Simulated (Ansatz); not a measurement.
in.yaml

```yaml
crystal:
  periodic: [false, false, false]
  atoms:
    - {symbol: Ta, position_ang: [0.000000, 0.000000, 0.361791]}
    - {symbol: Si, position_ang: [0.000000, 0.000000, -2.117512]}
    - {symbol: H, position_ang: [0.000000, -1.215003, -2.973363]}
    - {symbol: H, position_ang: [0.000000, 1.215003, -2.973363]}
basis:
  gaussian: {orbitals: def2-SVP}
total_charge: 1
magnetization: {spin_polarized: true, initial_magnetization: 6}
correlation: {method: mp2, electrons: outside_noble_gas}
accuracy: high
```

```sh
$ ansatz run in.yaml --threads 1 --pin off --events-out ev --progress --plain --max-ram 2393MiB
```

The program prints:

```
1199 factors; integrals over basis functions are off by at most 3.5e-9 eV
mean field evaluation 1: about -9412.3930 eV, gradient 1.1e1 eV
mean field evaluation 2: about -9412.4031 eV, gradient 1.1e1 eV
mean field evaluation 4: about -9413.9913 eV, gradient 2.1e0 eV
mean field evaluation 8: about -9414.1687 eV, gradient 2.5e-1 eV
mean field evaluation 16: about -9414.1745 eV, gradient 2.0e-8 eV
mean field evaluation 32: about -9413.1111 eV, gradient 1.1e-4 eV
mean field evaluation 64: about -9414.1703 eV, gradient 2.6e-1 eV
mean field evaluation 96: about -9414.1733 eV, gradient 7.9e-2 eV
mean field evaluation 128: about -9413.9224 eV, gradient 5.8e-7 eV
mean field evaluation 160: about -9414.1738 eV, gradient 7.5e-2 eV
mean field -9414.17446241 eV, -345.9645303371 hartree, gradient 2.0e-8 eV, S^2 12.007159; 19 other end points of the search recorded, 0 dependent functions left out
9 core orbitals not correlated: weight in the atoms' cores, before any rotation towards them, 0.998 or more for the frozen orbitals, at most 0.001 for the correlated occupied ones
reference -9414.17446241 eV, -345.9645303371 hartree; 8, 2 occupied and 43, 49 virtual orbitals, 1199 factors
second order -3.00398766 eV of doubles, -0.00000000 eV of singles
Total energy: -9417.17845007 eV, -346.0749248473 hartree
```

Ran on 1 thread of Arm Neoverse V1, shared host: 6 s wall, 0.14 GiB peak host memory.
